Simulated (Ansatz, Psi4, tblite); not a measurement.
# C2H7P (dimethylphosphine): the vertical ionisation energy, rung by rung

The species is C2H7P (10 atoms), meant as a singlet with charge 0. As SMILES, `CPC`. The shape is that of a PBE0-D4/def2-TZVP optimisation.

Each level gives the vertical ionisation energy (to the doublet cation) (eV). The values are calculated.

```csv
level,kind,program,value (eV)
GFN1-xTB,semi-empirical,tblite,14.63
HF/6-311+G**,Hartree–Fock,Ansatz,8.04
SVWN5/6-311+G**,LDA,Ansatz,9.00
BLYP/6-311+G**,GGA,Ansatz,8.79
M06-L/6-311+G**,meta-GGA,Psi4,8.93
BHLYP/6-311+G**,global hybrid,Ansatz,8.92
wB97M-V/6-311+G**,range-separated hybrid,Ansatz,9.06
B2PLYP/6-311+G**,double hybrid,Ansatz,8.91
MP2/6-311+G**,perturbation theory,Ansatz,8.81
```

The values span 8.04 to 14.63 eV. The xTB values lack the empirical shift that such differences need.
